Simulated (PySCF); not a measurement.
A structure optimised at ωB97X-D3(BJ)/def2-SVP, used in a PySCF frequency run:

```
Si
F 1 1.5904
F 1 1.5904 2 109.47
F 1 1.5904 2 109.47 3 -120.00
F 1 1.5904 2 109.47 3 120.00
```
Charge 0, spin multiplicity 1.

Q: Write its SMILES, formula and point group.

A: F[Si](F)(F)F, F4Si, Td

Q: What are its rotational constants (standard atomic weights)?

A: 3.9440, 3.9440, 3.9440 GHz
